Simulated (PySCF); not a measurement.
Job for PySCF: D3(BJ) and D4 dispersion corrections on CH4 (SMILES C).

```python
from pyscf import gto
from pyscf.dispersion import dftd3, dftd4

mol = gto.M(
    atom='''
    C     0.00000000   -0.06374421    2.42054090
    H     0.00000000    1.02169396    2.34238038
    H     0.88828307   -0.46131911    1.93307194
    H    -0.88828307   -0.46131911    1.93307194
    H     0.00000000   -0.35363606    3.46945195
    ''',
    basis='def2-svp',
    charge=0, spin=0, verbose=0, max_memory=1800)
d3, d4 = {}, {}
for xc in ['hf', 'pbe', 'blyp', 'revpbe', 'tpss', 'r2scan', 'b3lyp', 'pbe0', 'bhlyp', 'camb3lyp', 'b2plyp']:
    d3[xc] = float(dftd3.DFTD3Dispersion(mol, xc=xc, version='d3bj', atm=False).get_dispersion()['energy'])
    print(f'D3(BJ) {xc:10s} {d3[xc]:14.8f} Eh')
for xc in ['hf', 'pbe', 'blyp', 'revpbe', 'tpss', 'r2scan', 'b3lyp', 'pbe0', 'bhlyp', 'camb3lyp', 'b2plyp']:
    d4[xc] = float(dftd4.DFTD4Dispersion(mol, xc={'camb3lyp': 'cam-b3lyp'}.get(xc, xc), atm=True).get_dispersion()['energy'])
    print(f'D4     {xc:10s} {d4[xc]:14.8f} Eh')
```

It printed:

```
D3(BJ) hf            -0.01382284 Eh
D3(BJ) pbe           -0.00118475 Eh
D3(BJ) blyp          -0.00239346 Eh
D3(BJ) revpbe        -0.00345574 Eh
D3(BJ) tpss          -0.00139639 Eh
D3(BJ) r2scan        -0.00028190 Eh
D3(BJ) b3lyp         -0.00191359 Eh
D3(BJ) pbe0          -0.00092199 Eh
D3(BJ) bhlyp         -0.00137949 Eh
D3(BJ) camb3lyp      -0.00071786 Eh
D3(BJ) b2plyp        -0.00079115 Eh
D4     hf            -0.00425770 Eh
D4     pbe           -0.00087343 Eh
D4     blyp          -0.00209874 Eh
D4     revpbe        -0.00406013 Eh
D4     tpss          -0.00119138 Eh
D4     r2scan        -0.00020760 Eh
D4     b3lyp         -0.00138936 Eh
D4     pbe0          -0.00070144 Eh
D4     bhlyp         -0.00083631 Eh
D4     camb3lyp      -0.00067359 Eh
D4     b2plyp        -0.00059765 Eh
```

The run finished.

Cost: very roughly 0.04 core-seconds.
